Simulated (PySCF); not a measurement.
# SHOH: structure of the triplet

The task is one start of a wider search on SHOH: the triplet, from a linear start. It is relaxed, tested by its Hessian and followed downhill if it is a saddle.

Program: PySCF 2.14.0. Level of theory: PBE0, basis S def2-TZVP, H def2-TZVP, O def2-TZVP, no relativity, density fitting. These are calculated values, not measurements.

## (1) The starting structure

4 atoms, charge 0, spin multiplicity 3.

Bond lengths: S1–H2 1.350 Å, S1–O3 1.660 Å, O3–H4 0.960 Å. Angles: H2–S1–O3 180.0°, S1–O3–H4 130.0°.

Coordinates in bohr (charge 0 multiplicity 3):
```
S     0.0000    0.0000    0.0000
H     0.0000    0.0000    2.5511
O     0.0000    0.0000   -3.1369
H     1.3897    0.0000   -4.3031
```

## (2) Finding the electronic state

One driver script runs all steps and calls PySCF; scf.py shows how it sets up the SCF of each step. The optimiser is the driver's own. After this first run the driver tries any further starts and a stability analysis.

File scf.py:

```python
from pyscf import gto, scf, dft
mol = gto.M(atom='''
S      0.000000     0.000000     0.000000
H      0.000000     0.000000     1.350000
O      0.000000     0.000000    -1.660000
H      0.735400     0.000000    -2.277100''',
    basis={'S': 'def2-TZVP', 'H': 'def2-TZVP', 'O': 'def2-TZVP'},
    charge=0, spin=2)
mf = dft.UKS(mol, xc='PBE0')
mf.grids.atom_grid = (50, 194)
aux = {'S': 'def2-universal-JKFIT', 'H': 'def2-universal-JKFIT', 'O': 'def2-universal-JKFIT'}
mf = mf.density_fit(auxbasis=aux)
mf.conv_tol = 1e-08
mf.diis_space = 10
mf.max_cycle = 60
mf.init_guess = 'minao'
mf.verbose = 4
mf.kernel()
```

On the command line:

```console
$ OMP_NUM_THREADS=2 python axn.py task.json out
```

The log of the run:

```text
init E= -474.504585079682
[... the frontier-level lines of each cycle are left out ...]
cycle= 1 E= -474.221397724468  delta_E= 0.283  |g|= 0.389  |ddm|= 1.43
cycle= 2 E= -474.048202581639  delta_E= 0.173  |g|= 0.756  |ddm|= 0.682
cycle= 3 E= -474.276063636189  delta_E= -0.228  |g|= 0.0841  |ddm|= 0.489
cycle= 4 E= -474.279532557736  delta_E= -0.00347  |g|= 0.0234  |ddm|= 0.106
cycle= 5 E= -474.279849300244  delta_E= -0.000317  |g|= 0.00604  |ddm|= 0.0291
cycle= 6 E= -474.279876492055  delta_E= -2.72e-05  |g|= 0.0019  |ddm|= 0.0116
cycle= 7 E= -474.27988297866  delta_E= -6.49e-06  |g|= 0.00111  |ddm|= 0.00634
cycle= 8 E= -474.279885214699  delta_E= -2.24e-06  |g|= 0.000485  |ddm|= 0.00343
cycle= 9 E= -474.279886747913  delta_E= -1.53e-06  |g|= 0.000316  |ddm|= 0.00464
cycle= 10 E= -474.279887174059  delta_E= -4.26e-07  |g|= 0.000141  |ddm|= 0.00243
cycle= 11 E= -474.279887303534  delta_E= -1.29e-07  |g|= 6.13e-05  |ddm|= 0.00163
cycle= 12 E= -474.279887322278  delta_E= -1.87e-08  |g|= 1.07e-05  |ddm|= 0.000759
cycle= 13 E= -474.279887322652  delta_E= -3.74e-10  |g|= 3.9e-06  |ddm|= 8.32e-05
Extra cycle  E= -474.279887322656  delta_E= -4.43e-12  |g|= 5.18e-06  |ddm|= 8.7e-06
converged SCF energy = -474.279887322656  <S^2> = 2.0111035  2S+1 = 3.0073933
```

This step, with its further starts and checks, needed 8.3 s of wall time on 2 threads of Arm Neoverse V2, shared host.

Energies from each starting density:

```
                      start  energy (Eh)
    the minimal-basis guess  -474.279887
a thermally smeared density  -474.279887
      a smeared PBE density  -474.279887
```

The test of internal stability and the other starts found no lower solution of this spin.

## (3) Relaxing the triplet from the linear start

The program finds Cs symmetry in the start, which this walk keeps.

scf.py: that of step 2 with these lines changed.

```diff
@@ -3,4 +3,4 @@
-S      0.000000     0.000000     0.000000
-H      0.000000     0.000000     1.350000
-O      0.000000     0.000000    -1.660000
-H      0.735400     0.000000    -2.277100''',
+S     -0.014828     0.000000     0.549909
+H     -0.014828     0.000000     1.899909
+O     -0.014828     0.000000    -1.110091
+H      0.720572     0.000000    -1.727191''',
@@ -16 +15,0 @@
-mf.init_guess = 'minao'
```

Steps of the walk:

```
step  energy (Eh)  change (kJ/mol)  largest symmetric gradient (Eh/bohr)
   0  -474.279887             0.00                               0.04589
   1  -474.306282           -69.30                               0.02702
   2  -474.310803           -81.17                               0.02693
   3  -474.313784           -89.00                               0.01751
   4  -474.315626           -93.83                               0.00852
   5  -474.316979           -97.38                               0.00723
   6  -474.317761           -99.44                               0.00790
   7  -474.317903           -99.81                               0.00595
   8  -474.317959           -99.96                               0.00167
   9  -474.317968           -99.98                               0.00089
  10  -474.317979          -100.01                               0.00043
  11  -474.317981          -100.02                               0.00026
```

The walk took 12 s.

Geometry (Å) and forces (eV/Å) at some steps:

```
step 0
S   -0.015   0.000   0.550  -1.796   0.000  -0.052
H   -0.015   0.000   1.900   1.277   0.000   2.155
O   -0.015   0.000  -1.110  -0.575   0.000  -2.360
H    0.721   0.000  -1.727   1.094   0.000   0.257
step 1
S   -0.175   0.000   0.538  -1.354   0.000   0.723
H    0.103   0.000   1.955   0.842   0.000  -0.124
O   -0.060   0.000  -1.202   1.101   0.000  -1.389
H    0.808   0.000  -1.679  -0.589   0.000   0.790
step 6
S   -0.372   0.000   0.554  -0.089   0.000   0.168
H    0.275   0.000   1.798   0.027   0.000  -0.064
O   -0.096   0.000  -1.300   0.406   0.000  -0.140
H    0.869   0.000  -1.439  -0.344   0.000   0.036
step 11
S   -0.404   0.000   0.576  -0.009   0.000  -0.006
H    0.296   0.000   1.775   0.004   0.000   0.002
O   -0.089   0.000  -1.318  -0.008   0.000   0.013
H    0.873   0.000  -1.420   0.012   0.000  -0.008
```

After 11 steps and 100.0 kJ/mol it ends at Cs: O–H 0.968 Å, S–H 1.388 Å, S–O 1.920 Å; H–O–S 105.5°, H–S–O 140.3°.

## (4) Hessian and properties

On the finer grid the gradient is checked again; gradients at displacements of ±0.02 bohr then give force constants and infrared intensities.

scf.py: that of step 3 with these lines changed.

```diff
@@ -3,4 +3,4 @@
-S     -0.014828     0.000000     0.549909
-H     -0.014828     0.000000     1.899909
-O     -0.014828     0.000000    -1.110091
-H      0.720572     0.000000    -1.727191''',
+S     -0.141215     0.000000     0.622394
+H      0.559330     0.000000     1.821289
+O      0.174436     0.000000    -1.270990
+H      1.136987     0.000000    -1.374828''',
@@ -10 +10 @@
-mf.grids.atom_grid = (50, 194)
+mf.grids.atom_grid = (75, 302)
@@ -13 +13 @@
-mf.conv_tol = 1e-08
+mf.conv_tol = 1e-10
```

The driver hands on the density of the step before, so the log starts near convergence.

SCF at the final geometry:

```text
init E= -474.317978008724
[... the frontier-level lines of each cycle are left out ...]
cycle= 1 E= -474.317978008724  delta_E= -1.14e-13  |g|= 2.99e-06  |ddm|= 4.11e-06
Extra cycle  E= -474.31797800871  delta_E= 1.41e-11  |g|= 7.02e-06  |ddm|= 6.24e-06
converged SCF energy = -474.31797800871  <S^2> = 2.0109956  2S+1 = 3.0073214
```

The whole step took 43 s.

Geometry: Cs; O–H 0.968 Å, S–H 1.389 Å, S–O 1.920 Å; H–O–S 105.6°, H–S–O 140.2°.

Harmonic modes (main isotopes):

```
symmetry  ω (cm⁻¹)  IR (km/mol)  μ (u)
      a'       273         50.5   5.50
     a''       561         30.3   1.14
      a'       601          1.6   1.18
      a'       838         51.7   1.14
      a'      2335         54.5   1.04
      a'      3795         77.4   1.07
```

All wavenumbers are real: a minimum.

Properties at this point:

- Dipole moment: 2.22 D
- Highest occupied level: -6.55 eV
- Lowest empty level: -4.19 eV
- Rotational constants: 10.51, 0.3779, 0.3648 cm⁻¹
- Zero-point energy: 50.3 kJ/mol
- Principal polarisabilities: 16.1, 21.7, 49.9 bohr³
- Atomisation energy without zero-point energy: 849 kJ/mol
- Principal traceless quadrupole moments about the centre of mass: -1.49, -1.30, 2.79 D Å
- Entropy at 298.15 K and 1 bar (electronic part: spin only): 260.4 J/(mol K)
- Heat capacity Cp at 298.15 K: 51.9 J/(mol K)
- Enthalpy at 298.15 K above 0 K: 12.19 kJ/mol
- Rotational symmetry number: 1
- Spin squared ⟨S²⟩: 2.011

Populations by atom (charges in e):

```csv
atom,Mulliken,Löwdin,polar tensor,spin (Mulliken),Mayer order to S1
S1,0.00,0.21,0.29,1.32,–
H2,0.12,0.00,-0.02,0.09,0.92
O3,-0.43,-0.33,-0.52,0.60,0.90
H4,0.31,0.13,0.25,-0.01,0.03
```

Outer orbital energies (eV). α occupied: -28.33, -21.03, -14.40, -12.13, -10.72, -9.79, -8.48, -6.55; empty: 0.58, 1.95, 4.76, 7.18. β occupied: -162.76, -162.75, -26.95, -19.34, -13.73, -10.87, -8.79, -8.72; empty: -4.19, -2.28, 1.00, 2.31.

Mulliken populations on S1: s 5.92, p 9.90, d 0.17, f 0.01.

## (5) What came out

| quantity | value |
| --- | --- |
| minimum | triplet, Cs |
| geometry | O–H 0.968 Å, S–H 1.389 Å, S–O 1.920 Å; H–O–S 105.6°, H–S–O 140.2° |
| wavenumbers (cm⁻¹) | 273 (a'), 561 (a''), 601 (a'), 838 (a'), 2335 (a'), 3795 (a') |
| dipole moment | 2.22 D |
| highest occupied, lowest empty level (either spin) | -6.55, -4.19 eV |
| polar-tensor charge of S1 | +0.29 e |
| zero-point energy | 50.3 kJ/mol |
| entropy at 298.15 K | 260.4 J/(mol K) |
| atomisation energy (no zero-point energy) | 849 kJ/mol |
| ⟨S²⟩ | 2.011 |

In words: The linear start keeps its Cs symmetry and ends in a minimum. The strongest infrared band lies at 3795 cm⁻¹ (a'). Most of the spin sits on S1 (Mulliken spin 1.32, against 2 for the whole molecule). Other starts or spin states, not run here, may lie lower.

The search up to here took 63 s.
